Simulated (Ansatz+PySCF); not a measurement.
Results of a calculation; reference values are marked as such.
Input for Ansatz (development build ahead of 0.2.0):

```yaml
crystal:
  periodic: [false, false, false]
  atoms:
    - { symbol: Li, position_ang: [0.0, 0.0, 0.0] }
    - { symbol: F, position_ang: [30.0, 0.0, 0.0] }
basis:
  gaussian: { orbitals: STO-3G }
magnetization:
  spin_polarized: true
hamiltonian:
  xc: hf
correlation:
  method: mp2
  frozen_orbitals: { F: 1, Li: 0 }
scf:
  omitted_lower_state_checks: [starts, atomic_configurations, cluster_reference, orbital_swaps, given_window_search, neighbouring_geometries, increment]
```

The input is written out in the form of the current development build from the run's settings.

Results

```yaml
Converged: yes
Reference_energy: -105.30203 hartree
Correlation_energy: -0.00026 hartree
Total_energy: -105.30229 hartree
Spin_squared_of_the_determinant: 1.000
Stability_test: minimum
```

Caution: bonds are stretched, where a single reference can fail; the unrestricted determinant is a mixture of spin states; the determinant breaks the point group.
